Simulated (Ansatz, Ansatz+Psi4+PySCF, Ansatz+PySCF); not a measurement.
```yaml
atoms:
  - { symbol: C, position_ang: [0.0406, -0.5779, 0.0035] }
  - { symbol: C, position_ang: [0.0526, 0.7126, -0.0095] }
  - { symbol: H, position_ang: [-0.8862, -1.1491, -0.0018] }
  - { symbol: H, position_ang: [0.9642, -1.1573, 0.0082] }
  - { symbol: H, position_ang: [-0.6817, 1.4955, 0.0049] }
```

Basis set: cc-pVTZ (spherical functions). Correlated methods keep 2 orbitals frozen. Correlation on ROHF uses semicanonical orbitals with singles. Charge 0, multiplicity 2.

Computed with Ansatz (development build ahead of 0.2.0); each method stands on the lowest determinant of its kind that the runs found.

The atomization energy at this shape (free ground-state atoms in the same class of orbitals less the molecule, no zero-point energy) of doublet C₂H₃:

```csv
method,atomization energy
ROHF-CCSD(T),1814.2 kJ/mol
ROHF-MP2,1828.3 kJ/mol
```

Problem. What does UHF-MP2 give?

Solution. 1809.4 kJ/mol. Caution for UHF-MP2: the unrestricted determinant is spin contaminated.
